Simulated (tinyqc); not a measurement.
Worked calculation: ROHF in the sto-3g basis, for LiH+, spin multiplicity 2. One step of it, computed by the program tinyqc.

Task: Orthogonalisation. S = U s U^T; symmetric (Loewdin) form X = U s^(-1/2) U^T, so that X^T S X = 1.

overlap S, lower triangle:
```
           1Li 1s    1Li 2s   1Li 2px   1Li 2py   1Li 2pz     2H 1s
1Li 1s   1.000000
1Li 2s   0.241137  1.000000
1Li 2px  0.000000  0.000000  1.000000
1Li 2py  0.000000  0.000000  0.000000  1.000000
1Li 2pz  0.000000  0.000000  0.000000  0.000000  1.000000
2H 1s    0.035112  0.323325  0.000000  0.000000  0.448156  1.000000
```

Give: eigenvalues of S; X.

Result:

eigenvalues of S: 0.4357  0.8020  1.0000  1.0000  1.1793  1.5829

X, lower triangle:
```
          1Li 1s   1Li 2s  1Li 2px  1Li 2py  1Li 2pz   2H 1s
1Li 1s    1.0234
1Li 2s   -0.1305   1.0761
1Li 2px   0.0000   0.0000   1.0000
1Li 2py   0.0000   0.0000   0.0000   1.0000
1Li 2pz  -0.0072   0.0723   0.0000   0.0000   1.0980
2H 1s     0.0169  -0.2067   0.0000   0.0000  -0.2812  1.1496
```
